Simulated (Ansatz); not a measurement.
Fluorine (`FF`): measurement beside calculation (Ansatz, PBE0-D4/def2-TZVP geometry).

Z-matrix (Å, degrees):
```
F
F 1 1.376
```

Enthalpy of formation at 298 K: 0.0 kcal/mol (zero for an element's reference state; older measured values of the G2 set, as listed by Staroverov and co-workers, J. Chem. Phys. 119, 12129, 2003). With their computed zero-point and thermal terms and the atoms' enthalpies of Curtiss and co-workers (1997) it gives an electronic atomization energy of 38.5 kcal/mol.

```
             level  atomization (kcal/mol)  error  error per bond
       LDA (SPW92)                    78.0   39.6            39.6
            PBE-D4                    52.7   14.2            14.2
         revPBE-D4                    46.2    7.7             7.7
           BLYP-D4                    48.4    9.9             9.9
         r2SCAN-D4                    38.8    0.4             0.4
            B97M-V                    38.7    0.3             0.3
           PBE0-D4                    35.3   -3.1            -3.1
          B3LYP-D4                    37.2   -1.3            -1.3
        r2SCANh-D4                    33.1   -5.3            -5.3
        r2SCAN0-D4                    24.8  -13.6           -13.6
          HSE06-D4                    35.7   -2.8            -2.8
          BHLYP-D4                    16.1  -22.4           -22.4
      CAM-B3LYP-D4                    37.5   -0.9            -0.9
           ωB97X-V                    38.0   -0.5            -0.5
           ωB97M-V                    37.9   -0.6            -0.6
            B2PLYP                    35.3   -3.2            -3.2
          PBE-QIDH                    28.5  -10.0           -10.0
               PBE                    52.6   14.1            14.1
            revPBE                    45.6    7.2             7.2
              BLYP                    48.1    9.6             9.6
            r2SCAN                    38.8    0.3             0.3
              PBE0                    35.3   -3.2            -3.2
             B3LYP                    37.0   -1.5            -1.5
           r2SCANh                    33.1   -5.3            -5.3
           r2SCAN0                    24.8  -13.7           -13.7
             HSE06                    35.6   -2.9            -2.9
             BHLYP                    16.0  -22.5           -22.5
         CAM-B3LYP                    37.4   -1.0            -1.0
           LC-ωPBE                    38.2   -0.2            -0.2
RPA@PBE/def2-TZVPP                    25.9  -12.6           -12.6
     HF/def2-TZVPP                   -34.7  -73.1           -73.1
    MP2/def2-TZVPP                    39.8    1.3             1.3
SCS-MP2/def2-TZVPP                    36.2   -2.2            -2.2
   CCSD/def2-TZVPP                    27.9  -10.5           -10.5
CCSD(T)/def2-TZVPP                    34.1   -4.4            -4.4
     HF/def2-QZVPP                   -34.9  -73.3           -73.3
    MP2/def2-QZVPP                    41.9    3.5             3.5
SCS-MP2/def2-QZVPP                    38.3   -0.1            -0.1
   CCSD/def2-QZVPP                    29.3   -9.2            -9.2
CCSD(T)/def2-QZVPP                    35.9   -2.5            -2.5
      HF/CBS(def2)                   -34.9  -73.3           -73.3
     MP2/CBS(def2)                    43.7    5.2             5.2
    CCSD/CBS(def2)                    30.4   -8.1            -8.1
 CCSD(T)/CBS(def2)                    37.4   -1.0            -1.0
```

Functionals use def2-TZVPP; B3LYP here is the variant with VWN-RPA as its local correlation; programs differ in this. The calculations leave out spin–orbit coupling, scalar relativity and, for the correlated methods, core correlation; together these are worth up to about 1 kcal/mol a heavy atom. HSE06 is defined as in plane-wave codes. CBS extrapolates def2-TZVPP and def2-QZVPP. T1 = 0.011.
